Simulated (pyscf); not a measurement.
PySCF, gas phase, ωB97X-D3(BJ)/def2-SVP geometries.

**Question.** What is the homolytic dissociation enthalpy (298 K, ωB97M-D3(BJ)/def2-TZVP) of the O–Si bond of `[OH][Ga]([OH])[O][SiH3]`, to •O–Ga(OH)–OH + SiH₃•?

**Answer.** O–Si to •O–Ga(OH)–OH + SiH₃•: 126.4 kcal/mol. The 7 functionals that were run give +119.4 (PBE) to +127.9 kcal/mol (M06-2X). The radicals are drawn with the spin at the cut bond; how far it spreads was not checked. Other isomers of •O–Ga(OH)–OH were not searched in full and may lie lower. Elements up to Kr have no core potential and no relativistic terms here.
